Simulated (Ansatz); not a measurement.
Ansatz (an electronic-structure program) input (PBE0/aug-cc-pV(Q+d)Z): A basis named .json is the Basis Set Exchange file of that set (core-valence sets with the plain set on hydrogen).

Ansatz 0.2 input:
```yaml
crystal:
  periodic: [false, false, false]
  atoms:
    - {symbol: Si, position_ang: [-0.00208985, 0.00098185, 0.08026338]}
    - {symbol: H, position_ang: [0.00076796, 1.40657062, -0.39205880]}
    - {symbol: H, position_ang: [1.23601882, -0.70198617, -0.33410250]}
    - {symbol: H, position_ang: [-1.20752894, -0.71833034, -0.39752608]}
basis:
  gaussian:
    orbitals: aug-cc-pV_Q+d_Z.json
hamiltonian:
  xc: {name: PBE0}
magnetization: {spin_polarized: true, initial_magnetization: 1}
accuracy: high
```

Output:

```
Functional definition: PBE0
integrals: 1.16 GiB planned
3245 factors; integrals over basis functions are off by at most 2.9e-9 eV
mean field: 1.88 GiB planned
mean field evaluation 1: about -7921.2385 eV, gradient 7.7e0 eV
mean field evaluation 2: about -7921.6245 eV, gradient 3.3e0 eV
mean field evaluation 4: about -7921.6866 eV, gradient 6.2e-1 eV
mean field evaluation 8: about -7921.7101 eV, gradient 3.4e-2 eV
mean field evaluation 16: about -7921.7101 eV, gradient 1.5e-5 eV
mean field -7921.71012586 eV, -291.1174775974 hartree, gradient 6.8e-8 eV, S^2 0.753147; 0 other end points of the search recorded, 0 dependent functions left out
reference -7921.71012950 eV, -291.1174777310 hartree; 9, 8 occupied and 218, 219 virtual orbitals, 3245 factors
Total energy: -7921.71012950 eV, -291.1174777310 hartree
```
